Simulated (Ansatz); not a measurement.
Geometry optimisation, RKS PBE-D4/def2-SVP (Ansatz 0.2.0).

Input file:

```yaml
crystal:
  periodic: [false, false, false]
  atoms:
    - { symbol: Si, position_ang: [0.307389, 0.001676, -0.099874] }
    - { symbol: F, position_ang: [0.552918, -0.057464, 1.499617] }
    - { symbol: H, position_ang: [1.653102, 0.156195, -0.748547] }
    - { symbol: H, position_ang: [-0.553358, 1.182508, -0.438466] }
    - { symbol: H, position_ang: [-0.327095, -1.276118, -0.55475] }
    - { symbol: P, position_ang: [-2.827969, 0.19975, 1.174121] }
    - { symbol: H, position_ang: [-2.761003, -1.008723, 0.390675] }
    - { symbol: H, position_ang: [-3.527581, -0.474258, 2.240767] }
    - { symbol: H, position_ang: [-1.555003, -0.035667, 1.780557] }
basis:
  gaussian: { orbitals: def2-SVP }
hamiltonian:
  xc: pbe
  dispersion: d4
relax:
  f_tol: 0.03
  max_steps: 50
output:
  orbitals: {}
```

Command:

```bash
$ ansatz run input.yaml --threads 1 --pin off --max-ram 2048MiB --backend cpu --events-out ev --progress --plain --runs-dir out
```

Question: Where does it end, and by what steps?

Answer: The run converged. The force dipped under the threshold on the way, but the program's further checks kept it going. After 23 steps the energy has fallen by 0.121 eV; H8 moved furthest, 0.71 Å.

| step | energy less start (eV) | largest force component (eV/Å) | accepted |
| --- | --- | --- | --- |
| 0 | 0.0000 | 1.015 | yes |
| 1 | -0.0961 | 0.420 | yes |
| 2 | -0.0606 | 1.069 | no |
| 3 | -0.1085 | 0.061 | yes |
| 4 | -0.1092 | 0.042 | yes |
| 5 | -0.1109 | 0.017 | yes |
| 6 | -0.1057 | 0.305 | no |
| 7 | -0.1118 | 0.067 | yes |
| 8 | -0.1123 | 0.046 | yes |
| 9 | -0.1128 | 0.034 | yes |
| 10 | -0.1130 | 0.200 | yes |
| 11 | -0.1140 | 0.095 | yes |
| 12 | -0.1148 | 0.005 | yes |
| 13 | -0.1153 | 0.166 | yes |
| 14 | -0.1162 | 0.056 | yes |
| 15 | -0.1169 | 0.015 | yes |
| 16 | -0.1142 | 0.370 | no |
| 17 | -0.1179 | 0.077 | yes |
| 18 | -0.1184 | 0.153 | yes |
| 19 | -0.1194 | 0.088 | yes |
| 20 | -0.1207 | 0.035 | yes |
| 21 | -0.1197 | 0.288 | no |
| 22 | -0.1206 | 0.031 | no |
| 23 | -0.1208 | 0.005 | yes |

```xyz
9
Properties=species:S:1:pos:R:3
Si 0.465 -0.067 -0.200
F 0.527 0.105 1.434
H 1.864 0.050 -0.732
H -0.398 1.023 -0.765
H -0.103 -1.417 -0.525
P -3.256 0.174 1.620
H -2.982 -0.347 0.303
H -3.302 -1.148 2.192
H -1.854 0.316 1.918
```

Time of the run: 49 s on 1 thread of Arm Neoverse V2, with other jobs on the host, peak memory 0.14 GiB.
